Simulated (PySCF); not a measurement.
Some computed properties have been withheld. Give your best values.

Compound: C₄H₉O (doublet state).
Geometry (PBE0-D3(BJ)/def2-SVP, Å), atoms numbered from 1 in this order:
```xyz
14
C4H9O angstrom
C      2.3704    0.1447   -0.0569
C      0.9432    0.4597    0.1764
O      0.1970   -0.5663    0.6503
C     -1.1691   -0.2937    0.8575
C     -1.9551   -0.2437   -0.4365
H      2.9184   -0.0670    0.8840
H      2.8744    0.9855   -0.5548
H      2.4743   -0.7492   -0.6933
H      0.6301    1.4671    0.4907
H     -1.5416   -1.0998    1.5077
H     -1.2784    0.6574    1.4152
H     -1.8570   -1.1933   -0.9835
H     -1.5858    0.5638   -1.0865
H     -3.0223   -0.0661   -0.2347
```

```tsv
property	level	value
point group	PBE0-D3(BJ)/def2-SVP	C1
rotational constants A, B, C	PBE0-D3(BJ)/def2-SVP	?
dipole moment	PBE0-D3(BJ)/def2-SVP	?
isotropic g value	unrestricted B3LYP/IGLO-III on C O, pcH-1 on H, mean-field spin–orbit	?
spin squared ⟨S²⟩	unrestricted B3LYP/IGLO-III on C O, pcH-1 on H	?
largest isotropic hyperfine couplings (means over sets of like nuclei)	unrestricted B3LYP/IGLO-III on C O, pcH-1 on H	?
```

The electronic properties come from PySCF, for the isolated species, density fitting. Couplings of like nuclei are plain means over topologically equivalent atoms, as if these changed places fast (by rotation of a methyl-like group, say); in this geometry the members of some sets differ.

The rotational constants A, B, C?

14.237, 2.556, 2.403 GHz.

Give the dipole moment.

1.08 D.

The spin squared ⟨S²⟩?

0.754.

The largest isotropic hyperfine couplings (means over sets of like nuclei)?

13C +156.1 (C2), 1H +63.5 (H6/H7/H8), 1H -22.8 (H9), 13C -20.0 (C1), 17O -17.9 (O3) MHz.

What is the isotropic g value?

2.00324.

At 9.50 GHz, hν = g·μB·B₀ (B₀ the magnetic field) puts the centre of the isotropic spectrum, to first order, at 338.8 mT. The rotational constants make it an asymmetric top with κ = (2B − A − C)/(A − C) = -0.97, nearer the prolate limit (−1). A dipole of 1.08 D is allowed in C1, and pure rotational transitions are dipole-allowed. With B = h/(8π²I), that is 505.379 GHz u Å² over I, the principal moments of inertia are 35.5, 197.7 and 210.3 u Å² (most abundant isotopes); the inertial defect Ic − Ia − Ib is -22.9 u Å² (zero for a rigid planar frame, negative otherwise).

One conformer stands for the species.
